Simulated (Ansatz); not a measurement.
# Oxygen (O₂) (triplet): basis-set convergence

Aim: see how fast density functionals and correlated methods converge with the basis set for oxygen (O₂) (triplet).

Method: one geometry, several basis sets; program: Ansatz 0.2.0, Gaussian basis.

The runs, in order: PBE0-D4/def2-SVP; ωB97M-V/def2-SVP; PBE0-D4/def2-QZVPP; ωB97M-V/def2-QZVPP; CCSD(T)/cc-pV(D+d)Z; CCSD(T)/cc-pV(T+d)Z; CCSD(T)/cc-pV(Q+d)Z; the functionals' def2-TZVPP values are taken from earlier runs.

### Step 1. Structure used throughout

All runs share one geometry, relaxed beforehand with PBE0-D4 in a triple-zeta def2 set.

SMILES `O=O`, 2 atoms, charge 0, spin multiplicity 3.

Atoms are counted from 1 here; the program's logs count them from 0.

Bond lengths: O1–O2 1.193 Å.

### Step 2. PBE0-D4 in def2-SVP

The input, in.yaml:

```yaml
crystal:
  periodic: [false, false, false]
  atoms:
    - {symbol: O, position_ang: [0.509551, -0.164853, 0.262450]}
    - {symbol: O, position_ang: [-0.509551, 0.164853, -0.262450]}
basis:
  gaussian: {orbitals: def2-SVP}
magnetization: {spin_polarized: true, initial_magnetization: 2}
hamiltonian: {xc: pbe0, dispersion: d4}
output: {orbitals: {seedname: orbitals}}
```

Run with:

```
$ ansatz run in.yaml --threads 2 --pin off --events-out ev --progress --plain --max-ram 32768MiB --backend cpu
```

The runs that follow: ωB97M-V in def2-SVP; PBE0-D4 in def2-QZVPP; ωB97M-V in def2-QZVPP; CCSD(T) in cc-pV(D+d)Z; CCSD(T) in cc-pV(T+d)Z; CCSD(T) in cc-pV(Q+d)Z.

Before running them: what should the planned runs give, taken together? Wanted: MP2 correlation recovered, cc-pV(D+d)Z; MP2 correlation recovered, cc-pV(T+d)Z; MP2 correlation recovered, cc-pV(Q+d)Z; CCSD(T) limit from def2 sets; PBE0-D4: double and triple zeta above quadruple; ωB97M-V: double and triple zeta above quadruple.

The runs gave:

| quantity | value |
| --- | --- |
| MP2 correlation recovered, cc-pV(D+d)Z | 69.8 % |
| MP2 correlation recovered, cc-pV(T+d)Z | 88.3 % |
| MP2 correlation recovered, cc-pV(Q+d)Z | 95.1 % |
| CCSD(T) limit from def2 sets (earlier runs) less the limit of this series | 19 meV |
| PBE0-D4: double and triple zeta above quadruple | 5.18, 0.20 eV |
| ωB97M-V: double and triple zeta above quadruple | 5.30, 0.19 eV |

In words: PBE0-D4 gains 4.99 eV from double to triple zeta, then 0.20 eV more. Correlation climbs from 70 % (cc-pV(D+d)Z) to 95 % (cc-pV(Q+d)Z) of the limit; Hartree-Fock is 0.101 eV from its own by then. A limit from the def2 sets, made apart, differs by 19 meV, a least measure of the doubt on such a limit. These are total energies; as a rule much of such shifts cancels in differences, which this series doesn't test.
